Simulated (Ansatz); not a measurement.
**BH4OSi+ (SMILES BO[SiH2+]): single points off equilibrium**

An exercise on one series of results from a longer session: the logs are not shown, and one member is left open.

The runs use Ansatz 0.2.0, Gaussian basis; single points in def2-TZVPP.

Cores are frozen in the correlated methods.

## Where the work starts

SMILES `BO[SiH2+]`, 7 atoms, charge 1, spin multiplicity 1.

Atoms are counted from 1 here; the program's logs count them from 0.

Bond lengths: B1–O2 1.176 Å, B1–H4 1.253 Å, O2–Si3 1.640 Å, Si3–H6 1.486 Å, Si3–H7 1.587 Å. Angles: O2–B1–H4 135.1°, B1–O2–Si3 166.9°, O2–Si3–H6 111.2°, O2–Si3–H7 121.8°, H6–Si3–H7 126.5°.

As a file:

```xyz
7
charge 1, multiplicity 1
B    -1.1232    0.1731   -0.7283
O    -0.1714    0.1097   -0.0408
Si    1.2946   -0.1780    0.6346
H    -1.7912   -0.6489   -1.3984
H    -2.0521    1.2056   -0.3079
H     1.5641    0.7595    1.7558
H     2.1747   -1.4316    0.2185
```

Set-up of the first run:

File run/in.yaml:

```yaml
crystal:
  periodic: [false, false, false]
  atoms:
    - {symbol: B, position_ang: [-1.123200, 0.173100, -0.728300]}
    - {symbol: O, position_ang: [-0.171400, 0.109700, -0.040800]}
    - {symbol: Si, position_ang: [1.294600, -0.178000, 0.634600]}
    - {symbol: H, position_ang: [-1.791200, -0.648900, -1.398400]}
    - {symbol: H, position_ang: [-2.052100, 1.205600, -0.307900]}
    - {symbol: H, position_ang: [1.564100, 0.759500, 1.755800]}
    - {symbol: H, position_ang: [2.174700, -1.431600, 0.218500]}
basis:
  gaussian: {orbitals: def2-TZVPP}
total_charge: 1
correlation: {method: ccsd_t}
output: {forces: true}
```

The command line of these runs was not kept.

Steps of the session up to this table: CCSD(T)/def2-TZVPP; PBE0-D4/def2-TZVPP; wB97M-V/def2-TZVPP; r2SCAN-D4/def2-TZVPP; PBE-D4/def2-TZVPP; revPBE-D4/def2-TZVPP; SPW92/def2-TZVPP.

One of the session's tables, all rows but one given; the rest of the session is left out.

```
   method  RMS force component (eV/Å)  angle to CCSD(T) forces (°)
  CCSD(T)                       5.441                    reference
  PBE0-D4                           ?                            ?
  wB97M-V                       5.277                          0.7
r2SCAN-D4                       5.007                          1.1
   PBE-D4                       4.753                          2.9
revPBE-D4                       4.824                          3.4
    SPW92                       4.504                          2.2
```

Estimate the missing values for PBE0-D4.

As computed: RMS force component (eV/Å): 5.131; angle to CCSD(T) forces (°): 0.8. In the column «RMS force component (eV/Å)» it lies between r2SCAN-D4 (5.007) and wB97M-V (5.277).
